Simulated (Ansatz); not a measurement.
# Crystal structures of aluminium under r²SCAN

These are results of Ansatz, DFT, r2SCAN, plane waves (500 eV) with PAW, scalar-relativistic, not measurements. (PAW data from PBE, frozen cores regenerated.)

Each structure is relaxed within its own symmetry, so a high-lying one may be dynamically unstable.

Rank these structures of aluminium by energy per atom, lowest first.
A. bcc
B. simple cubic
C. diamond
D. dhcp
E. omega (AlB2-type)
F. fcc
G. hcp
H. A15

F (0 meV/atom), D (17 meV/atom), G (41 meV/atom), H (90 meV/atom), A (114 meV/atom), E (141 meV/atom), B (458 meV/atom), C (814 meV/atom).

```csv
structure,ΔE (meV/atom),V (Å³/atom),cell,magnetic state
fcc,0,15.92,a = 3.993 Å,spin not included
dhcp,17,15.97,"a = 2.823 Å, c = 9.255 Å (c/a = 3.278)",spin not included
hcp,41,16.01,"a = 2.840 Å, c = 4.584 Å (c/a = 1.614)",spin not included
A15,90,16.31,a = 5.072 Å,spin not included
bcc,114,16.24,a = 3.191 Å,spin not included
omega (AlB2-type),141,16.50,"a = 4.517 Å, c = 2.801 Å (c/a = 0.620)",spin not included
simple cubic,458,19.82,a = 2.706 Å,spin not included
diamond,814,27.37,a = 6.027 Å,spin not included
```

ΔE counts from fcc.

Differences under about 8 meV lie within the error of the k-point mesh.
